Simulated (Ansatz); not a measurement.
Geometry optimisation, RKS PBE0-D4/cc-pVDZ (Ansatz 0.2.0).

The input (input.yaml):

```yaml
crystal:
  periodic: [false, false, false]
  atoms:
    - { symbol: B, position_ang: [-0.049788, -0.228795, 0.172733] }
    - { symbol: O, position_ang: [-0.013393, -0.48748, 1.526071] }
    - { symbol: H, position_ang: [-0.897177, -0.525838, 1.909521] }
    - { symbol: H, position_ang: [1.018048, -0.196615, -0.383864] }
    - { symbol: H, position_ang: [-1.101958, -0.101383, -0.412434] }
    - { symbol: H, position_ang: [0.096549, 2.134056, 0.542015] }
    - { symbol: H, position_ang: [0.159417, 1.686855, 1.101558] }
basis:
  gaussian: { orbitals: cc-pVDZ }
hamiltonian:
  xc: pbe0
  dispersion: d4
relax:
  f_tol: 0.03
  max_steps: 50
```

Command:

```bash
$ ansatz run input.yaml --threads 1 --pin off --max-ram 2048MiB --backend cpu --events-out ev --progress --plain --runs-dir out
```

Q: Where does it end, and by what steps?

A: The run converged. After 6 steps the energy has fallen by 0.188 eV; H7 moved furthest, 0.66 Å.

```
step  energy less start (eV)  largest force component (eV/Å)  accepted
   0                  0.0000                           1.354       yes
   1                 -0.1301                           0.492       yes
   2                 -0.1650                           0.548       yes
   3                 -0.1793                           0.443       yes
   4                 -0.1868                           0.178       yes
   5                 -0.1877                           0.083       yes
   6                 -0.1881                           0.024       yes
```

```xyz
7
Properties=species:S:1:pos:R:3
B -0.081 -0.498 0.154
O -0.049 -0.741 1.484
H -0.930 -0.750 1.878
H 0.989 -0.476 -0.404
H -1.130 -0.319 -0.426
H 0.131 2.740 0.574
H 0.281 2.325 1.195
```

Whether the end is a true minimum wasn't checked by a vibrational analysis.

The run took 7 s on 1 thread of Arm Neoverse V2 (shared host), peak memory 0.1 GiB.
